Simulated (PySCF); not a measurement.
Molecule: 2-methylpropanoate (SMILES CC(C)C(=O)[O-]).

Atom-mapped SMILES (the numbers label the heavy atoms): `[CH3:1][CH:2]([CH3:3])[C:4](=[O:5])[O-:6]`. Each H is labelled by its parent atom.

Geometry PBE0-D3(BJ)/def2-SVP throughout; GIAO in PySCF 2.14, gas phase, one conformer, non-relativistic; equivalent atoms averaged; basis pcSseg-1.

For orientation, CAM-B3LYP gives these absolute shieldings σ: C4 5.2, C2 144.2, C1/C3 158.6, O5/O6 11.5, H(C2) 30.03, H(C1)/H(C3) 30.32 ppm.

A run gave: C4 14.1, C2 146.6, C1/C3 159.8, O5/O6 15.3, H(C2) 30.04, H(C1)/H(C3) 30.35 ppm (absolute shieldings σ).

Task: Which functional was used in that run?
A. HF
B. wB97X-D
C. LC-wPBE
D. mPW1PW91
E. B97-2

Result: E. C4 tells them apart best: B97-2 gives 14.1, wB97X-D gives 10.5, HF gives 11.3, LC-wPBE gives 10.4, mPW1PW91 gives 10.5 ppm.
